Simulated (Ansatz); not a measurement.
Reaction (substitution at a C–O bond): `COC(C)(O)F` + H–F → `COC(C)(F)F` + H₂O

Computed with Ansatz on PBE0-D4/def2-TZVP structures; ΔE is electronic, products minus reactants. CBS: MP2 limit from def2 TZ/QZ plus the TZ coupled-cluster correction, frozen cores. This one scheme is used for every species. DFT in def2-TZVPP. B3LYP here is the variant with VWN-RPA as its local correlation; programs differ in this. Each species was taken in one conformer, which may not be the lowest.

```
             level  ΔE (kJ/mol)  difference from CCSD(T)/CBS
            PBE-D4         -1.7                         -3.9
         r2SCAN-D4         -4.7                         -6.9
           PBE0-D4         -0.6                         -2.8
          B3LYP-D4         -2.9                         -5.1
           ωB97X-V         -2.7                         -4.9
           ωB97M-V         -2.2                         -4.4
            B2PLYP         -2.6                         -4.8
               PBE         -4.1                         -6.3
            r2SCAN         -5.3                         -7.5
              PBE0         -2.6                         -4.8
             B3LYP         -6.6                         -8.8
     HF/def2-TZVPP         -9.3                        -11.5
    MP2/def2-TZVPP          5.7                          3.5
SCS-MP2/def2-TZVPP          2.3                          0.1
   CCSD/def2-TZVPP          0.8                         -1.4
CCSD(T)/def2-TZVPP          2.1                         -0.1
     HF/def2-QZVPP        -10.0                        -12.2
    MP2/def2-QZVPP          5.5                          3.3
SCS-MP2/def2-QZVPP          2.2                          0.0
      HF/CBS(def2)        -10.1                        -12.3
     MP2/CBS(def2)          5.8                          3.6
    CCSD/CBS(def2)          0.9                         -1.3
       CCSD(T)/CBS          2.2                            0
```

Largest T1 diagnostic among the species: 0.011.

In def2-TZVPP, CCSD(T) changes the Hartree–Fock value by +11.4 kJ/mol (the triples alone add +1.3 kJ/mol) and MP2 by +15.0 kJ/mol. The D4 term adds +3.7 kJ/mol with B3LYP and +2.0 kJ/mol with PBE0; it sums over pairs of atoms, weighted by their polarisabilities, and B3LYP, whose exchange is more repulsive, gets the larger term.
